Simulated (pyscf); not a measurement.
Structures and frequencies: ωB97X-D3(BJ)/def2-SVP in PySCF.

**Question.** H₃C–Cl (SMILES CCl) + AlH₃ (SMILES [AlH3]) -> CH₄ (SMILES C) + H₂Al–Cl (SMILES [AlH2][Cl])
Surface: singlet. Broken: C–Cl, Al–H. Formed: C–H, Al–Cl. Give ΔE‡ and ΔE from r²SCAN/def2-TZVP, relative to the separated reactants.

**Answer.** ΔE‡ = 1.21 eV, ΔE = -2.60 eV. CCSD(T)/def2-TZVPP + ΔMP2(QZVPP) gives 1.58 eV and -2.55 eV. Zero-point energy shifts the barrier by +0.04 eV. It is a four-centre exchange, with an imaginary mode of 981i cm⁻¹. On the reactant side the descent ends in an adduct with a Al–Cl contact, 0.63 eV under the separated species and 2.10 eV under the saddle at ωB97X-D3(BJ)/def2-TZVP. On the product side the descent ends in a complex (not fully relaxed), 0.18 eV under the separated species and 4.22 eV under the saddle at ωB97X-D3(BJ)/def2-TZVP. What is counted as formed (Al–Cl) is already present as a longer contact in the reactant adduct; forming that adduct is a step of its own. At ωB97X-D3(BJ) the barrier from the zero used here is 1.47 eV. This is the saddle that the search found; another between the same sides may lie lower. The CCSD(T) − MP2 part came from Ansatz, without density fitting, on the same reference.
